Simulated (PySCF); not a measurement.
**Choosing a basis for TDDFT**

Compound: sulfuric acid, H₂O₄S.
Atom-mapped SMILES: `[O:1]=[S:2](=[O:3])([OH:4])[OH:5]` (hydrogens: H6 on O4; H7 on O5)

TDDFT with PBE0 (PySCF), vertical singlets, core orbitals frozen in the response, spherical d and f functions. The structure is a single PBE0-D3(BJ)/def2-SVP conformer in the gas phase; no vibrational or solvent corrections.

```tsv
basis	functions	diffuse	S1 (eV)	S2 (eV)	S3 (eV)	S4 (eV)	S5 (eV)	LUMO (eV)	α (au)
6-31G*	78	no	8.49	8.67	8.83	9.44	9.82	0.75	27.2
def2-SVP	84	no	8.49	8.68	8.85	9.31	9.64	0.61	26.3
def2-SVPD	135	yes	7.91	8.11	8.27	8.95	9.14	-0.59	36.2
def2-TZVP	173	no	8.22	8.39	8.57	9.23	9.39	0.02	31.9
```

**Question.** Compare the sets with the largest diffuse one.

**Answer.** States are compared by their number. Against the only diffuse basis here (def2-SVPD, itself not a converged limit), sets without diffuse functions differ by up to 0.59 eV in S1 and 0.67 eV in S5. Every set without diffuse functions puts S1 more than 0.3 eV higher, so even the lowest state needs them here. State by state, the largest deviation of a set without diffuse functions is S1 0.59, S2 0.58, S3 0.57, S4 0.50, S5 0.67 eV. The same number needn't mean the same state in each row. Against def2-SVPD the polarisability deviates by -25% in 6-31G*, -27% in def2-SVP, -12% in def2-TZVP.
